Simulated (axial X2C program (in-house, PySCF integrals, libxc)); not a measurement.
Testing model relations on NaMg⁺

A bond curve at the PBE0 level, two-component, was computed with an in-house all-electron X2C program for linear molecules (integrals from PySCF) (basis Mg dyall-v3z [9s8p5d3f], Na dyall-v3z [9s8p4d2f] (cores contracted in-house)) for the state Ω = 0 (closed shell). Its fit gives Re = 3.1969 Å, ωe = 154.9 cm⁻¹, ωexe = 1.12 cm⁻¹ and αe = 1.380e-03 cm⁻¹; the masses are 23.9850 and 22.9898 u. Two-component means X2C with spin–orbit coupling and atomic mean-field Coulomb and Gaunt terms.

Task: Find the reduced mass, Be and the force constant.

Result: From the PBE0 values: μ = 11.7384 u. Be = 16.8576/(μ Re²) = 0.1405 cm⁻¹. k = 5.8918×10⁻⁷ μ ωe² = 0.166 mdyn/Å.

Task: A Morse curve ties αe to the other constants (Pekeris). How well does that hold?

Result: αe(Morse) = 6Be²/ωe × (√(ωexe/Be) − 1) = 1.394e-03 cm⁻¹; the PBE0 curve gives 1.380e-03 cm⁻¹, a ratio of 1.01.

Task: Where do the fundamental and the first overtone lie?

Result: ν(1←0) = ωe − 2ωexe = 152.7 cm⁻¹; ν(2←0) = 2ωe − 6ωexe = 303.1 cm⁻¹.

Task: Estimate the centrifugal constant by the Kratzer relation.

Result: D = 4Be³/ωe² = 4.63e-07 cm⁻¹.

Task: Estimate De from a Morse curve and compare with the computed well depth of 0.650 eV to Mg + Na+.

Result: De(Morse) = ωe²/(4ωexe) = 0.664 eV against 0.650 eV computed, a ratio of 1.02. For De the Morse form works well here.

The state is a single determinant with fixed occupations, the lowest that a limited PBE0 search found. De is counted from the lowest determinant-based energies of the atoms at the same level, without counterpoise correction.
